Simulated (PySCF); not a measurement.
System: C₃H₆Cl (charge 0, doublet). It need not be the lowest isomer of its formula. 
Coordinates optimised at B3LYP-D3(BJ)/def2-TZVP (Ansatz):
SMILES: C(C)[CH]Cl
```xyz
10

C      0.9000    -0.6643     0.0234
C      2.3619    -0.2179     0.0389
C     -0.0299     0.4815    -0.1187
H      0.6605    -1.2154     0.9391
H      0.7417    -1.3804    -0.7971
H      3.0262    -1.0779     0.1305
Cl    -1.7205     0.2293     0.0384
H      2.6221     0.3083    -0.8818
H      2.5581     0.4531     0.8767
H      0.2469     1.4178    -0.5809
```
Charge 0, spin multiplicity 2.

Dispersion corrections to the total energy (kcal/mol) from the dftd3 and dftd4 libraries through PySCF: D3(BJ) without and D4 with the three-body term, each with the damping fitted for the functional named.

| functional | D3(BJ) | D4 |
|---|---|---|
| TPSS | -5.43 | ? |
| PBE0 | ? | -3.27 |
| TPSSh | -4.95 | -4.82 |
| B2PLYP | -3.35 | -2.74 |
| PW6B95 | -2.03 | ? |
| revPBE | -11.36 | -13.58 |
| HSE06 | -2.71 | -3.02 |

What belongs in the gaps?


- TPSS, D4: -5.32
- PBE0, D3(BJ): -3.70
- PW6B95, D4: -3.40
